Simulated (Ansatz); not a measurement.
Cost and result up the ladder for AlH₃ (4 atoms). The state is a singlet with charge 0. Geometry: PBE0-D4/def2-TZVP.

```xyz
4

Al    0.0000    0.0000    0.0000
H    -1.0457    0.2532   -1.1649
H     1.5468    0.2356   -0.2580
H    -0.5011   -0.4888    1.4229
```

Ansatz on 4 threads of Arm Neoverse V2 on a shared host. Times are rough, and most runs start from the orbitals of an earlier one. CAM-B3LYP-D4/def2-TZVP serves as the yardstick here, not as an exact answer. Differences are given only for rows in sets of like size (and for xTB, whose basis is part of the method), since another set adds its own error. Binding counts from free atoms at the same level (Al doublet, H doublet; other spins of the atoms weren't run), without zero-point energy or a counterpoise term.

LC-ωPBE has ω = 0.4 bohr⁻¹. Correlated methods freeze 5 core orbitals.

Correlated methods converge slowly with the basis.

```
                          level  functions  wall time
                   HF/def2-TZVP         55      0.1 s
                  MP2/def2-TZVP         55      0.1 s
               PBE-D4/def2-TZVP         55     0.15 s
            revPBE-D4/def2-TZVP         55     0.15 s
               PBE0-D4/def2-SVP         33     0.15 s
              PBE-D4/def2-TZVPD         70      0.2 s
PBE0-D4/def2-TZVP (with forces)         55      0.2 s
         CAM-B3LYP-D4/def2-TZVP         55      0.2 s
             PBE0-D4/def2-TZVPD         70     0.25 s
              LC-ωPBE/def2-TZVP         55     0.25 s
             CCSD(T)/def2-TZVPD         70     0.25 s
             CCSD(T)/def2-TZVPP         84      0.3 s
            r2SCAN-D4/def2-TZVP         55     0.45 s
           r2SCAN-D4/def2-TZVPD         70      0.5 s
```

Problem. Estimate what each level gives for the binding energy per atom (eV).

Solution. 
```tsv
level	binding energy per atom (eV)	difference from CAM-B3LYP-D4/def2-TZVP (eV)
HF/def2-TZVP	1.82	-0.51
MP2/def2-TZVP	2.16	-0.17
PBE-D4/def2-TZVP	2.21	-0.11
revPBE-D4/def2-TZVP	2.21	-0.12
PBE0-D4/def2-SVP	2.23	–
PBE-D4/def2-TZVPD	2.21	-0.11
PBE0-D4/def2-TZVP (with forces)	2.23	-0.10
CAM-B3LYP-D4/def2-TZVP	2.33	0.00
PBE0-D4/def2-TZVPD	2.23	-0.10
LC-ωPBE/def2-TZVP	2.27	-0.06
CCSD(T)/def2-TZVPD	2.23	-0.09
CCSD(T)/def2-TZVPP	2.28	-0.05
r2SCAN-D4/def2-TZVP	2.29	-0.03
r2SCAN-D4/def2-TZVPD	2.29	-0.03
```
